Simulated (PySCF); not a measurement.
## Stretching MgP

Set-up: PySCF, spin-free X2C with a Gaussian nucleus, basis sets Mg x2c-SVPall, P x2c-SVPall. Energies in eV from Mg + P in their ground configurations at the same level. All curves are PBE0. state 1: ⁴Σ⁻ (quartet), unpaired electrons σ ↑, π ↑↑; state 2: Ms = 0.5 determinant of mixed spin (⟨S²⟩ near 1.8), unpaired electrons σ ↓, π ↑↑, a second solution, started from another occupation; state 3: Ms = 0.5 determinant of mixed spin (⟨S²⟩ near 1.8), unpaired electrons σ ↑, π ↑↓, a mixture of terms (⟨Lz²⟩ = 2.0), a second solution, started from another occupation; state 4: ²Π (doublet), unpaired electrons π ↑, a second solution, started from another occupation.

```
R (Å)  state 1  state 2  state 3  state 4
2.215  -0.3607  -0.2369   0.0435  -0.2748
2.317  -0.6173  -0.4857  -0.2077  -0.3431
2.421  -0.7535  -0.6097  -0.3357  -0.3153
2.498  -0.7990  -0.6429  -0.3729  -0.2517
2.575  -0.8093  -0.6381  -0.3733  -0.1628
2.652  -0.7940  -0.6046  -0.3462  -0.0564
2.755  -0.7465  -0.5282  -0.2804   0.1021
2.884  -0.6627  -0.4010  -0.1699   0.3127
3.038  -0.5499  -0.2274  -0.0214   0.5658
3.244  -0.4085   0.0016   0.1685   0.8780
```

Question: Put a parabola through the three lowest points of the state 1 curve and estimate Re, k and ωe (reduced mass 13.52 u; 1 eV/Å² = 0.16022 mdyn/Å; ωe = 1302.8·√(k/μ) cm⁻¹).

Answer: Through R = 2.498, 2.575, 2.652 Å the second-order coefficient is 2.16 eV/Å², so Re ≈ 2.567 Å, k ≈ 0.692 mdyn/Å and ωe ≈ 295 cm⁻¹. A polynomial fit of higher order to the unrounded PBE0 energies gives Re = 2.563 Å, k = 0.719 mdyn/Å, ωe = 301 cm⁻¹; anharmonicity and rounding make the difference.

The higher-order fit for each curve: state 1: Re = 2.563 Å, ωe = 301 cm⁻¹, De = 0.81 eV; state 2: Re = 2.524 Å, ωe = 340 cm⁻¹, minimum 0.65 eV below the ground-state fragments; state 3: Re = 2.536 Å, ωe = 327 cm⁻¹, minimum 0.377 eV below the ground-state fragments; state 4: Re = 2.333 Å, ωe = 411 cm⁻¹, minimum 0.344 eV below the ground-state fragments.

⟨S²⟩ is raised (MgP 0.93), so spin contamination touches these numbers. ⟨S²⟩ of the unrestricted solution departs from its pure value on part of the curve, where spin states mix. The state is the lowest determinant that a PBE0 search found; another state may lie lower at other levels.
